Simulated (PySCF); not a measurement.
# Property card for `CS(=O)(=O)O`

Compound: CH₄O₃S.
Z-matrix (Å and degrees, GFN2-xTB geometry), rows numbered from 1:
```
C 
S   1  1.7919
O   2  1.4232  1  109.65
O   2  1.4311  1  110.68  3  -133.50
O   2  1.6163  1   99.80  3   114.53
H   1  1.0804  2  108.00  3   179.22
H   1  1.0803  2  106.92  3   -60.41
H   1  1.0813  2  107.87  3    58.96
H   5  0.9579  2  108.78  1   121.07
```

From GFN2-xTB geometry:

```yaml
Rotational_constants_A_B_C_of_the_GFN2-xTB_geometry: 4.877, 4.557, 4.364 GHz
```

B3LYP/def2-SVPD ground state and vertical TDDFT (core frozen in the response) (PySCF):

```yaml
Dipole_moment: 3.71 D
HOMO_energy: -8.87 eV
LUMO_energy: -0.42 eV
HOMO–LUMO_gap: 8.45 eV
Lowest_singlet_excitation: 7.48 eV (166 nm, f = 0.005)
Strongest_line_among_the_8_lowest_singlet_transitions: S2 at 8.01 eV (155 nm, f = 0.045)
Lowest_triplet_excitation_Tamm–Dancoff: 7.31 eV
Static_isotropic_polarisability: 44.3 au
Electronic_spatial_extent_⟨r²⟩_about_the_centre_of_nuclear_charge: 412 bohr²
```

Monoisotopic mass (most abundant isotopes): 95.9881 u.

S1 lies 0.97 eV below the HOMO–LUMO gap; its leading configuration is HOMO→LUMO, weight 0.98. The polarisability is 6.57 Å³ as a volume (1 au = 0.148185 Å³), or 0.89 au for each of the 50 electrons. The vertical singlet–triplet gap S1 − T1 is 0.17 eV (TDDFT singlet less Tamm–Dancoff triplet; S1: HOMO→LUMO, weight 0.98; T1: HOMO→LUMO, weight 0.90). The largest Löwdin shares of the LUMO are 0.32 on S2, 0.20 on O5, 0.14 on H9 and 0.10 on C1. With B = h/(8π²I), that is 505.379 GHz u Å² over I, the principal moments of inertia are 103.6, 110.9 and 115.8 u Å² (most abundant isotopes); the inertial defect Ic − Ia − Ib is -98.7 u Å² (zero for a rigid planar frame, negative otherwise). In atomic units the dipole is 1.46 e·bohr (1 au = 2.5417 D). In wavenumbers S1 is 60300 cm⁻¹ (1 eV = 8065.54 cm⁻¹). The principal polarisabilities are 41.8, 44.0 and 47.2 au; their mean is the isotropic value.

The structure is a single GFN2-xTB conformer in the gas phase; no vibrational or solvent corrections.
